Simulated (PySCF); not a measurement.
# SOF₂, singlet: molecular constants

Computed with PBE/[S def2-TZVP, O def2-TZVP, F def2-TZVP], no relativity, density fitting, PySCF.

The structure is a minimum.

```xyz
4
charge 0 multiplicity 1, angstrom
S     0.0627   -0.4488    0.0000
O     1.4478   -0.0559    0.0000
F    -0.6623    0.4012   -1.1861
F    -0.6623    0.4012    1.1861
```

- Point group: Cs
- Bond lengths: S–F 1.629 Å (×2), S–O 1.440 Å
- Bond angles: F–S–F 93.4°, F–S–O 106.6° (×2)
- Enthalpy at 298.15 K above 0 K: 13.05 kJ/mol
- Atomisation energy without zero-point energy: 1395 kJ/mol
- Dipole moment: 1.55 D
- Heat capacity Cp at 298.15 K: 59.2 J/(mol K)
- Rotational constants: 0.2701, 0.2679, 0.1569 cm⁻¹
- Principal quadrupole moments (Buckingham, traceless) about the centre of mass: -2.87, 0.21, 2.65 D Å
- Highest occupied level: -8.25 eV
- Zero-point energy: 23.3 kJ/mol
- Lowest empty level: -2.55 eV
- Entropy at 298.15 K and 1 bar: 282.1 J/(mol K)
- Rotational symmetry number: 1
- Principal polarisabilities: 19.3, 24.2, 28.3 bohr³

Harmonic modes (masses in u: S 31.972, O 15.995, F 18.998):
```tsv
symmetry	ω (cm⁻¹)	IR (km/mol)	μ (u)	type
a'	333	2.4	19.46	bend
a''	362	2.3	18.04	bend
a'	480	18.4	19.65	bend
a''	685	202	23.08	stretch
a'	750	163	23.33	mixed
a'	1289	137	19.37	stretch
```

Charges (e):
```json
{"atom": "S1", "Mulliken": "0.66", "Löwdin": "0.49", "polar tensor": "1.68", "Mayer order to S1": "–"}
{"atom": "O2", "Mulliken": "-0.30", "Löwdin": "-0.24", "polar tensor": "-0.54", "Mayer order to S1": "2.05"}
{"atom": "F3,4", "Mulliken": "-0.18", "Löwdin": "-0.12", "polar tensor": "-0.57", "Mayer order to S1": "1.02"}
```

Mulliken populations on S1: s 5.86, p 8.70, d 0.69, f 0.09.

Counting electrons, sulfur keeps 2 of its valence electrons outside its bonds, so the VSEPR class is AX3E1 and the expected shape is trigonal pyramidal; with unlike ligands the computed point group is Cs.

Only a few start shapes were tried, so a lower isomer may exist.

The final relaxation and frequency run took 25 s on 4 threads of a shared Arm Neoverse V2 host, with 130 basis functions and 16 gradients; the process peaked at 1.3 GiB. Launch command: `OMP_NUM_THREADS=4 python axn.py task.json out`.
